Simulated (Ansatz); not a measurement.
```xyz
4

C     0.000    0.000    0.000
H     0.579   -0.504   -0.778
H    -0.908   -0.465    0.393
H     0.329    0.969    0.385
```

The species carries charge 1 and has multiplicity 1.

Question: List the CAM-B3LYP/def2-TZVPP orbital energies in eV (the Gaussian-basis code of Ansatz). (Best estimate.)

Answer: Ansatz gave: Occupied: -291.37, -30.54, -23.19, -23.19. Lowest empty: -11.60, -4.14, -2.55, -2.55, -0.35, -0.35, 0.40, 0.42.
